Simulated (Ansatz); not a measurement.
## Reading a saddle point

A first-order saddle point of BNH$_{3}$F, singlet, PBE0-D4/def2-TZVP, with one imaginary mode of 554i cm⁻¹:

```xyz
6
angstrom
B -0.3260 0.1591 -0.5145
F 0.4519 1.3532 0.6236
N 0.0901 -0.8469 0.1880
H 0.6052 0.3766 0.9170
H -0.8437 0.8021 -1.3538
H 0.0224 -1.8440 0.1398
```

Program: Ansatz 0.2.0. Basis: def2-TZVPP and def2-QZVPP. Cores are frozen in the correlated methods. Extrapolation: Hartree–Fock as exp(−7.88 √X), correlation as X^−2.97.

Which contacts change along the imaginary mode, and what lies on either side? (A judgement: the text doesn't fix the answer.)

The calculation gives: The step is BNH₃F ([NH2][BH][F]) → BNH₂ ([BH][NH]) + HF, with the molecules in contact on both sides. Shortening one way: F2–H4; lengthening the same way: B1–F2, N3–H4.
```csv
pair,one side (Å),saddle (Å),other side (Å)
F2–H4,2.61,1.03,0.94
B1–F2,1.34,1.82,3.22
N3–H4,1.01,1.51,1.89
```

Which side is lower, and how far does the saddle lie above each? (An estimate is asked for; the value comes from the calculation.)

The calculation gives: The side with B1–F2, N3–H4 short is lower by 59.14 kcal/mol; the saddle lies 75.01 kcal/mol above it and 15.87 kcal/mol above the other (CCSD(T) at an estimated basis limit (MP2 extrapolated from triple and quadruple zeta, plus CCSD(T) − MP2 in triple zeta); electronic energies).

The T1 diagnostic stays at or below 0.016.

Labels in which every atom is bracketed show which atoms are joined, not bond orders.

For scale, one of the runs: CCSD(T)/def2-TZVPP, 135 basis functions, launched by `ansatz run in.yaml --threads 2 --pin off --events-out ev --progress --plain --max-ram 4352MiB`. Hardware: 2 CPU threads of an Intel Xeon Platinum 8259CL, shared host. Wall time 8 s; peak host memory 0.77 GiB.
